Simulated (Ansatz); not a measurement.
**C₃H₃F (SMILES CC#CF): functionals against CCSD(T) at one geometry**

The atoms stand at a structure displaced at random from a GFN2-xTB minimum. How far do the functionals agree with CCSD(T) there?

The runs use Ansatz 0.2.0, Gaussian basis; single points in def2-TZVPP.

Correlated methods freeze the cores.

## Step 1: The starting structure

SMILES `CC#CF`, 7 atoms, charge 0, spin multiplicity 1.

Atoms are counted from 1 here; the program's logs count them from 0.

Bond lengths: C1–C2 1.572 Å, C1–H5 1.178 Å, C1–H6 1.061 Å, C1–H7 1.211 Å, C2–C3 1.124 Å, C3–F4 1.357 Å. Angles: C2–C1–H5 107.5°, C2–C1–H6 103.2°, C2–C1–H7 103.4°, H5–C1–H6 107.0°, H5–C1–H7 120.8°, H6–C1–H7 113.3°, C1–C2–C3 168.7°, C2–C3–F4 169.5°.

Coordinates:

```
C     0.0134    1.0054   -0.0647
C     0.0591   -0.5502    0.1564
C    -0.0032   -1.6718    0.1156
F     0.1147   -3.0200    0.2209
H    -0.1864    1.1952   -1.2098
H    -0.8630    1.2992    0.4554
H     1.0342    1.3943    0.4589
```

## Step 2: CCSD(T)/def2-TZVPP

Input file run/in.yaml:

```yaml
crystal:
  periodic: [false, false, false]
  atoms:
    - {symbol: C, position_ang: [0.013400, 1.005400, -0.064700]}
    - {symbol: C, position_ang: [0.059100, -0.550200, 0.156400]}
    - {symbol: C, position_ang: [-0.003200, -1.671800, 0.115600]}
    - {symbol: F, position_ang: [0.114700, -3.020000, 0.220900]}
    - {symbol: H, position_ang: [-0.186400, 1.195200, -1.209800]}
    - {symbol: H, position_ang: [-0.863000, 1.299200, 0.455400]}
    - {symbol: H, position_ang: [1.034200, 1.394300, 0.458900]}
basis:
  gaussian: {orbitals: def2-TZVPP}
correlation: {method: ccsd_t}
output: {forces: true}
```

The command line of these runs was not kept.

## Step 3: PBE0-D4/def2-TZVPP

Edit run/in.yaml of step 2 so:

```diff
@@ -12,3 +12,3 @@
   gaussian: {orbitals: def2-TZVPP}
-correlation: {method: ccsd_t}
-output: {forces: true}
+hamiltonian: {xc: pbe0, dispersion: d4}
+output: {forces: true, orbitals: {seedname: orbitals}}
```

## Step 4: wB97M-V/def2-TZVPP

Edit run/in.yaml of step 3 so:

```diff
@@ -12,3 +12,3 @@
   gaussian: {orbitals: def2-TZVPP}
-hamiltonian: {xc: pbe0, dispersion: d4}
-output: {forces: true, orbitals: {seedname: orbitals}}
+hamiltonian: {xc: {name: wB97M-V}}
+output: {forces: true}
```

## Step 5: r2SCAN-D4/def2-TZVPP

Edit run/in.yaml of step 4 so:

```diff
@@ -12,3 +12,3 @@
   gaussian: {orbitals: def2-TZVPP}
-hamiltonian: {xc: {name: wB97M-V}}
+hamiltonian: {xc: r2scan, dispersion: d4}
 output: {forces: true}
```

## Step 6: PBE-D4/def2-TZVPP

Edit run/in.yaml of step 5 so:

```diff
@@ -12,3 +12,3 @@
   gaussian: {orbitals: def2-TZVPP}
-hamiltonian: {xc: r2scan, dispersion: d4}
+hamiltonian: {xc: pbe, dispersion: d4}
 output: {forces: true}
```

## Step 7: HSE06-D4/def2-TZVPP

Edit run/in.yaml of step 6 so:

```diff
@@ -12,3 +12,3 @@
   gaussian: {orbitals: def2-TZVPP}
-hamiltonian: {xc: pbe, dispersion: d4}
+hamiltonian: {xc: hse06, dispersion: d4}
 output: {forces: true}
```

## Step 8: BLYP-D4/def2-TZVPP

Edit run/in.yaml of step 7 so:

```diff
@@ -12,3 +12,3 @@
   gaussian: {orbitals: def2-TZVPP}
-hamiltonian: {xc: hse06, dispersion: d4}
+hamiltonian: {xc: {name: BLYP}, dispersion: d4}
 output: {forces: true}
```

(Steps that only read results are left out.)

**Question.** What will these runs give? Wanted: energy less free atoms, CCSD(T)/def2-TZVPP; RMS force component; RMS force error; HOMO and LUMO, PBE0-D4; T1 diagnostic.

As calculated:

```
                                  quantity                                                                                            value
energy less free atoms, CCSD(T)/def2-TZVPP                                                                                   -2719.8 kJ/mol
                       RMS force component                                                             3.985 to 4.338 eV/Å over the methods
                           RMS force error  PBE0-D4 0.258, wB97M-V 0.380, r2SCAN-D4 0.172, PBE-D4 0.142, HSE06-D4 0.248, BLYP-D4 0.245 eV/Å
                    HOMO and LUMO, PBE0-D4                                                                                -8.22 and 0.67 eV
                             T1 diagnostic                                                                                            0.012
```

Against CCSD(T) the functionals' energies less atoms differ by -204.0 to -91.7 kJ/mol, PBE-D4 by -204.0 kJ/mol. CCSD(T) in triple zeta still lacks some correlation energy of the bonds, so part of these gaps is its own basis error and they don't rank the functionals. On forces the order runs from PBE-D4 to wB97M-V. Frozen-core CCSD(T) forces in triple zeta carry basis errors of their own, and this is one geometry, so small gaps rank nothing.
